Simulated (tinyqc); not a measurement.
Pariser-Parr-Pople SCF with singles CI, for the molecule c1ccsc1 (SMILES; centres numbered as the heavy atoms are written), step by step. Computed by tinyqc, a small Python program that keeps every step. Settings: charge = 0, gamma = MN, start = huckel, damping = 0, iteration cap = 57, excitations kept = 4. Command: `OMP_NUM_THREADS=1 python tinyqc.py 24702 24703 out.jsonl` (the two numbers bound the seeds that draw the settings). One thread of a shared host (Intel(R) Xeon(R) Processor @ 2.60GHz), about 0.01 s of CPU time with the checks. Later iterations appear only in the table of the cycle.

## PPP integrals

Centres (angstrom, eV; a flat drawing with bonds scaled to 1.40 angstrom):
```
centre          x          y  core charge z          W   gamma_rr
1C       1.191000   0.000000              1  11.160000  11.130000
2C       0.368000   1.133000              1  11.160000  11.130000
3C      -0.963000   0.700000              1  11.160000  11.130000
4S      -0.963000  -0.700000              2  22.000000  13.000000
5C       0.368000  -1.133000              1  11.160000  11.130000
```

Resonance integrals (eV):
```
i  j       beta
1  2  -2.390000
2  3  -2.390000
3  4  -2.020000
4  5  -2.020000
5  1  -2.390000
```

Mataga-Nishimoto: gamma = 14.399645/(R + a), a = 2 x 14.399645/(gamma_rr + gamma_ss); H_rr = -W_r - sum_(s != r) z_s gamma_rs; H_rs = beta for bonds.

repulsion gamma_rs (eV):
```
           1C         2C         3C         4S         5C
1C  11.130000   5.344818   4.046371   4.163681   5.344818
2C   5.344818  11.130000   5.346212   4.163220   4.045107
3C   4.046371   5.346212  11.130000   5.552194   4.045936
4S   4.163681   4.163220   5.552194  13.000000   5.552920
5C   5.344818   4.045107   4.045936   5.552920  11.130000
```

core matrix H (eV):
```
            1C          2C          3C          4S          5C
1C  -34.223368   -2.390000    0.000000    0.000000   -2.390000
2C   -2.390000  -34.222577   -2.390000    0.000000    0.000000
3C    0.000000   -2.390000  -35.702907   -2.020000    0.000000
4S    0.000000    0.000000   -2.020000  -41.432014   -2.020000
5C   -2.390000    0.000000    0.000000   -2.020000  -35.701701
```

## Starting guess

pi electrons, sum of z_r less the charge = 6

Orbitals of the Hueckel matrix of the beta values.

P at the start:
```
           1C         2C         3C         4S         5C
1C   1.185525   0.632739  -0.227346  -0.261797   0.667082
2C   0.632739   1.185525   0.667082  -0.261797  -0.227346
3C  -0.227346   0.667082   1.191603   0.633457  -0.255610
4S  -0.261797  -0.261797   0.633457   1.245743   0.633457
5C   0.667082  -0.227346  -0.255610   0.633457   1.191603
```

## Iteration 1: Fock matrix

F_rr = H_rr + P_rr gamma_rr / 2 + sum_(s != r) P_ss gamma_rs; F_rs = H_rs - P_rs gamma_rs / 2; E = tr P (H + F) / 2 + core repulsion sum_(r<s) z_r z_s gamma_rs.

F (eV):
```
           1C         2C         3C          4S         5C
1C  -4.912056  -4.080937   0.459962    0.545020  -4.172715
2C  -4.080937  -4.911683  -4.173180    0.544959   0.459818
3C   0.459962  -4.173180  -6.198733   -3.778538   0.517092
4S   0.545020   0.544959  -3.778538  -10.230045  -3.778768
5C  -4.172715   0.459818   0.517092   -3.778768  -6.199774
```

pi energy = -82.290394 eV

## Iteration 1: orbitals and new P

Diagonalise F (the basis is taken as orthonormal) and form P = 2 sum c c over the lowest orbitals.

orbital energies (eV): -14.232271  -10.036085  -9.262055  -0.636658  1.714777

P after iteration 1:
```
           1C         2C         3C         4S         5C
1C   1.076612   0.612775  -0.111071  -0.262654   0.733017
2C   0.612775   1.076604   0.733040  -0.262582  -0.111096
3C  -0.111071   0.733040   1.145385   0.525835  -0.390739
4S  -0.262654  -0.262582   0.525835   1.555928   0.525838
5C   0.733017  -0.111096  -0.390739   0.525838   1.145470
```

## Iteration 2: Fock matrix

As before.

F (eV):
```
           1C         2C         3C         4S         5C
1C  -5.242397  -4.027585   0.224717   0.546803  -4.348921
2C  -4.027585  -5.242286  -4.349493   0.546594   0.224698
3C   0.224717  -4.349493  -5.943397  -3.479769   0.790452
4S   0.546803   0.546594  -3.479769  -9.633566  -3.479967
5C  -4.348921   0.224698   0.790452  -3.479967  -5.943783
```

pi energy = -83.123521 eV

## Iteration 2: orbitals and new P

As before.

orbital energies (eV): -13.620389  -10.166646  -9.316340  -0.269595  1.367541

P after iteration 2:
```
           1C         2C         3C         4S         5C
1C   1.078920   0.595507  -0.107022  -0.257689   0.749190
2C   0.595507   1.078895   0.749214  -0.257624  -0.107028
3C  -0.107022   0.749214   1.124971   0.508184  -0.391607
4S  -0.257689  -0.257624   0.508184   1.592200   0.508207
5C   0.749190  -0.107028  -0.391607   0.508207   1.125014
```

## Convergence

Stop when output and input P, before any damping, agree to 1e-7.

Course of the cycle:
```
iteration        E (eV)  largest |P(out) - P(in)|
1          -82.29039409                  3.10e-01
2          -83.12352068                  3.63e-02
3          -83.14190698                  8.85e-03
4          -83.14400071                  3.83e-03
5          -83.14437946                  1.78e-03
6          -83.14445714                  8.21e-04
7          -83.14447349                  3.78e-04
8          -83.14447694                  1.74e-04
9          -83.14447767                  8.01e-05
10         -83.14447783                  3.68e-05
11         -83.14447786                  1.70e-05
12         -83.14447787                  7.80e-06
13         -83.14447787                  3.59e-06
14         -83.14447787                  1.65e-06
15         -83.14447787                  7.59e-07
16         -83.14447787                  3.49e-07
17         -83.14447787                  1.61e-07
18         -83.14447787                  7.39e-08
```

Converged in 18 iterations.

## Converged orbitals

Charges are z - P_rr.

orbital energies (eV): -13.557219  -10.116463  -9.357059  -0.258897  1.351793

coefficients:
```
         MO1        MO2        MO3        MO4        MO5
1C  0.333149  -0.551271   0.353573  -0.291681  -0.612389
2C  0.333177  -0.551437  -0.353267  -0.291453   0.612509
3C  0.426717  -0.039758  -0.612433   0.562382  -0.353531
4S  0.643292   0.623606  -0.000171  -0.444175   0.000054
5C  0.426724  -0.039402   0.612465   0.562505   0.353310
```

pi charges: 1C -0.079804, 2C -0.079776, 3C -0.117485, 4S 0.394583, 5C -0.117519

## Singles CI, singlets

Over the 4 single excitations with the smallest orbital gaps: A = (e_a - e_i) delta + 2 (ia|jb) - (ij|ab), with (pq|rs) = sum c_mp c_mq gamma_mn c_nr c_ns. f = 2/3 w |mu|^2 in atomic units, mu = sqrt2 sum c_ia sum_m c_mi c_ma R_m.

singlet CI matrix (eV):
```
           3>4        2>4        3>5        2>5
3>4   6.017657  -0.000352   0.000547   0.253318
2>4  -0.000352   6.290427  -0.847735  -0.000087
3>5   0.000547  -0.847735   7.219018   0.000064
2>5   0.253318  -0.000087   0.000064   7.822018
```

singlet excitation energies (eV): 5.788169  5.982768  7.721276  7.856907

oscillator strengths: 0.074122  0.339968  0.931384  0.377250

## Singles CI, triplets

Over the 4 single excitations with the smallest orbital gaps: A = (e_a - e_i) delta - (ij|ab), with (pq|rs) = sum c_mp c_mq gamma_mn c_nr c_ns.

triplet CI matrix (eV):
```
           3>4       2>4        3>5        2>5
3>4   2.778699  0.000066  -0.000176   0.582817
2>4   0.000066  4.040600   0.582817   0.000250
3>5  -0.000176  0.582817   4.807432  -0.000148
2>5   0.582817  0.000250  -0.000148   5.226960
```

triplet excitation energies (eV): 2.647038  3.726389  5.121643  5.358621
